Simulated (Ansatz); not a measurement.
Basis-set extrapolation for C8H18, SMILES `CCC(CC)C(C)C` (PBE0-D4/def2-TZVP geometry, frozen core, Ansatz). Multiplicity 1, RHF reference.

```tsv
	def2-TZVPP	def2-QZVPP
HF	-313.540574	-313.555413
MP2 correlation	-1.424965	-1.511887
CCSD(T) correlation	-1.574480	not run
```

Energies in hartree. Use E(X) = E(∞) + A·exp(−7.88·√X) for Hartree–Fock and E(X) = E(∞) + B·X^(−2.97) for correlation, with X = 3 and 4, and add CCSD(T) minus MP2 of the smaller set to the MP2 limit.

**Question.** What is the CCSD(T) energy at the basis-set limit?

**Answer.** HF limit: -313.555413 + (-0.014839) × 0.13774 = -313.55746. MP2 limit: -1.511887 + (-0.086922) × 0.74074 = -1.57627. Higher-order term: -1.574480 − (-1.424965) = -0.14952. Total: -315.28325 hartree, 441.6 kJ/mol below CCSD(T)/def2-TZVPP.
